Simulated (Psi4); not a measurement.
# C3H6 (cyclopropane) at HF/def2-SVPD

What is the vertical electron affinity of C3H6 (cyclopropane) at HF/def2-SVPD? 

The calculation is run with Psi4 1.11.

1 further run of the same task is left out (set aside as unsound or not needed).

### 1 The system as given

The species is C3H6 (9 atoms), meant as a singlet with charge 0. SMILES: `C1CC1`. The shape is that of a PBE0-D4/def2-TZVP optimisation.

Bond lengths: C1–C2 1.497 Å, C1–C3 1.497 Å, C2–C3 1.497 Å, C1–H4 1.083 Å, C1–H5 1.083 Å, C2–H6 1.083 Å, C2–H7 1.083 Å, C3–H8 1.083 Å, C3–H9 1.083 Å. Some angles: C1–C2–C3 60.0°, C2–C1–C3 60.0°, C1–C3–C2 60.0°, C1–C2–H6 118.0°, C1–C2–H7 118.0°, C3–C2–H6 118.0°, C3–C2–H7 118.0°, C2–C1–H4 118.0°, C2–C1–H5 118.0°, C3–C1–H4 118.0°.

### 2 A single-point energy at HF/def2-SVPD

c3h6.xyz

```xyz
9
C3H6
C     -0.517900     0.019300    -0.686000
C      0.732100     0.469600     0.003900
C     -0.184700    -0.504300     0.676400
H     -1.333400     0.726200    -0.773800
H     -0.419800    -0.654400    -1.528000
H      0.766100     1.482700     0.384900
H      1.679800     0.102000    -0.369100
H      0.140000    -1.533900     0.760300
H     -0.773700    -0.153400     1.514500
```

run.py

```python
import psi4

psi4.set_memory(1600000000)
psi4.set_num_threads(1)
psi4.set_output_file('run.log', False)

with open('c3h6.xyz') as f:
    atoms = ''.join(f.readlines()[2:])
geom = psi4.geometry('0 1\n' + atoms + 'symmetry c1\nno_reorient\nno_com')

psi4.set_options({
    'puream': True,
    'e_convergence': 1e-09,
    'd_convergence': 1e-08,
    'scf_type': 'pk',
})

result = psi4.energy('hf/def2-SVPD')
print(f'hf/def2-SVPD energy: {result:.10f} Eh')
for k, v in sorted(psi4.core.scalar_variables().items()):
    print(f'{k:45s} {v:18.10f}')
```

The run is started by

```console
$ python run.py
```

run.log:

```text
[...]
  Running in c1 symmetry.
[...]
  Nuclear repulsion =   76.073909003447099
[...]
  Multiplicity = 1
[...]
  Nalpha       = 12
  Nbeta        = 12
[...]
    Number of basis functions: 108
[...]
   @RHF iter   1:  -116.90202390344621   -2.06492e-01   3.23775e-03 DIIS/ADIIS
[...]
   @RHF iter   9:  -116.98068010218773   -5.42855e-12   3.66930e-09 DIIS
[...]
    Orbital Energies [Eh]
    ---------------------
    Doubly Occupied:
       1A    -11.228613     2A    -11.227592     3A    -11.227589
       4A     -1.128171     5A     -0.809685     6A     -0.809673
       7A     -0.670074     8A     -0.632280     9A     -0.511936
      10A     -0.511922    11A     -0.424063    12A     -0.424047
[...]
  @RHF Final Energy:  -116.98068010218773
   => Energetics <=
    Nuclear Repulsion Energy =             76.0739090034470991
    One-Electron Energy =                -306.8978868781736651
    Two-Electron Energy =                 113.8432977725388184
    Total Energy =                       -116.9806801021877334
[...]
 Multipole Moments:
 ------------------------------------------------------------------------------------
     Multipole            Electronic (a.u.)      Nuclear  (a.u.)        Total (a.u.)
 ------------------------------------------------------------------------------------
 L = 1.  Multiply by 2.5417464519 to convert [e a0] to [Debye]
 Dipole X            :         -0.4459668            0.4459754            0.0000085
 Dipole Y            :          0.2328047           -0.2328143           -0.0000096
 Dipole Z            :          0.0857863           -0.0857936           -0.0000073
 Magnitude           :                                                    0.0000147
[...]
```

The script printed:

```text
hf/def2-SVPD energy: -116.9806801022 Eh
CURRENT ENERGY                                   -116.9806801022
CURRENT REFERENCE ENERGY                         -116.9806801022
DD SOLVATION ENERGY                                 0.0000000000
HF KINETIC ENERGY                                 116.2314929088
HF POTENTIAL ENERGY                              -233.2121730109
HF TOTAL ENERGY                                  -116.9806801022
HF VIRIAL RATIO                                     2.0064456472
NUCLEAR REPULSION ENERGY                           76.0739090034
ONE-ELECTRON ENERGY                              -306.8978868782
PCM POLARIZATION ENERGY                             0.0000000000
PE ENERGY                                           0.0000000000
SCF ITERATION ENERGY                             -116.9806801022
SCF ITERATIONS                                      9.0000000000
SCF TOTAL ENERGY                                 -116.9806801022
TWO-ELECTRON ENERGY                               113.8432977725
```

Run time: 4.2 s. Hardware: 1 thread of Intel Xeon 6975P-C (Granite Rapids), shared host; peak memory 0.45 GiB.

### 3 The doublet anion at the same level

input.inp

```
memory 1.6 GB

molecule system {
  -1 2
  C     -0.517900     0.019300    -0.686000
  C      0.732100     0.469600     0.003900
  C     -0.184700    -0.504300     0.676400
  H     -1.333400     0.726200    -0.773800
  H     -0.419800    -0.654400    -1.528000
  H      0.766100     1.482700     0.384900
  H      1.679800     0.102000    -0.369100
  H      0.140000    -1.533900     0.760300
  H     -0.773700    -0.153400     1.514500
  units angstrom
  symmetry c1
}

set globals {
  reference uhf
  puream true
  e_convergence 1e-09
  d_convergence 1e-08
  scf_type pk
  maxiter 100
}

e_tot, wfn = energy("hf/def2-SVPD", return_wfn=True)
oeprop(wfn, "DIPOLE", "LOWDIN_CHARGES", "QUADRUPOLE")
```

The run is started by

```console
$ psi4 -i input.inp -o input.out -n 1
```

input.out:

```text
[...]
  Running in c1 symmetry.
[...]
  Nuclear repulsion =   76.073909003447099
[...]
  Multiplicity = 2
[...]
  Nalpha       = 13
  Nbeta        = 12
[...]
    Number of basis functions: 108
[...]
   @UHF iter   1:  -116.74268985076164   -4.71580e-02   3.80439e-03 DIIS/ADIIS
[...]
   @UHF iter  12:  -116.87164237149705   -1.06013e-11   6.61036e-09 DIIS
[...]
   @S^2 Observed:                7.506880260E-01
[...]
    Orbital Energies [Eh]
    ---------------------
    Alpha Occupied:
       1A    -11.053887     2A    -11.052842     3A    -11.052839
       4A     -0.955729     5A     -0.641424     6A     -0.641412
       7A     -0.496394     8A     -0.466600     9A     -0.338277
      10A     -0.338262    11A     -0.253010    12A     -0.252994
      13A      0.108037
    Alpha Virtual:
      14A      0.239523    15A      0.239524    16A      0.297711
      17A      0.341171    18A      0.368743    19A      0.368747
      20A      0.409402    21A      0.409406    22A      0.426999
      23A      0.441337    24A      0.441339    25A      0.452820
[...]
  @UHF Final Energy:  -116.87164237149705
   => Energetics <=
    Nuclear Repulsion Energy =             76.0739090034470991
    One-Electron Energy =                -310.9455482041263394
    Two-Electron Energy =                 117.9999968291821801
    Total Energy =                       -116.8716423714970460
  UHF NO Occupations:
  HONO-2 :   11  A 1.9999344
  HONO-1 :   12  A 1.9998773
[...]
 Multipole Moments:
 ------------------------------------------------------------------------------------
     Multipole            Electronic (a.u.)      Nuclear  (a.u.)        Total (a.u.)
 ------------------------------------------------------------------------------------
 L = 1.  Multiply by 2.5417464519 to convert [e a0] to [Debye]
 Dipole X            :         -0.0000946            0.0000000           -0.0000946
 Dipole Y            :         -0.0000250            0.0000000           -0.0000250
 Dipole Z            :         -0.0003475            0.0001605           -0.0001870
 Magnitude           :                                                    0.0002110
 L = 2.  Multiply by 1.3450342976 to convert [e a0^2] to [Debye ang]
 Quadrupole XX       :        -66.9053964           39.3122291          -27.5931674
 Quadrupole XY       :        -10.7285015           11.0004744            0.2719729
[...]
```

It took 4.5 s on 1 thread of Intel Xeon 6975P-C (Granite Rapids), shared host; peak memory 0.45 GiB.

### 4 Outcome

Level: HF/def2-SVPD.

| quantity | value |
| --- | --- |
| singlet C3H6: total energy | -116.98068 Eh |
| singlet C3H6: dipole moment | 0.00 D |
| singlet C3H6: HOMO energy | -11.54 eV |
| singlet C3H6: LUMO energy | 2.99 eV |
| singlet C3H6: HOMO–LUMO gap | 14.53 eV |
| doublet anion: total energy | -116.87164 Eh |
| doublet anion: HOMO energy (highest over α and β) | 2.94 eV |
| doublet anion: LUMO energy (lowest over α and β) | 6.52 eV |
| doublet anion: ⟨S²⟩ | 0.751 |
| vertical electron affinity (to the doublet anion) | -2.967 eV |

What this shows: The anion lies 2.97 eV (68 kcal/mol) above the neutral: the electron isn't bound at this level, and such a value depends on the basis. Hartree–Fock misses the correlation that binds many anions. The HOMO (doublet anion) lies at positive energy, 2.94 eV: the electron is unbound at this level or held by a compact basis; values depend on the basis.
